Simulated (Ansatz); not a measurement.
Ladder of methods for the lattice constant a of 1T (CdI2-type) PtSe2

Reference value: 3.727 Å (measured, temperature not stated, not corrected to a static lattice; as tabulated in Björkman (2014), arXiv:1406.2436).

| level (code) | value (Å) |
|---|---|
| LDA (Ansatz) | 3.741 |
| PBE (Ansatz) | 3.752 |
| rVV10 (Ansatz) | ? |
| r²SCAN (Ansatz) | 3.717 |
| HSE06-D3(BJ) (Ansatz) | 3.717 |

Q: Some entries are withheld; supply them.

A: 
- rVV10 (Ansatz, a program for electronic structure), value (Å): 3.826

Differences against the reference: LDA +0.38 %, PBE +0.67 %, rVV10 +2.66 %, r²SCAN -0.27 %, HSE06-D3(BJ) -0.27 %.

The reference's temperature isn't stated, so close values are not ranked against it. Off by more than 1.25 %, or 1.75 % on the side where a correction would as a rule narrow the miss (bounds picked here): rVV10 (+2.66 %).

The measured value isn't corrected to a static lattice, so vibrations enter the comparison.  Density-functional levels without +SOC have no spin–orbit coupling. LDA: LDA has no dispersion term either, though it tends to give short spacings of layers, chains or molecules. PBE, r²SCAN: for a layered or molecular solid the relaxed cell lies over 5 % above the published volume, where the minimum can be shallow. PBE, r²SCAN: the cell comes from a level without a dispersion term, which matters for the spacing of layers, chains or molecules. HSE06-D3(BJ): exact exchange on metals is sensitive to the k mesh and can open a false gap. HSE06-D3(BJ): the run warned that the count of filled bands differs between k points. Cutoffs and k meshes differ between the levels. Ansatz's density-functional and Hartree–Fock values are scalar-relativistic unless marked +SOC, with PAW data made under PBE.

Differences are worked out from the printed values.
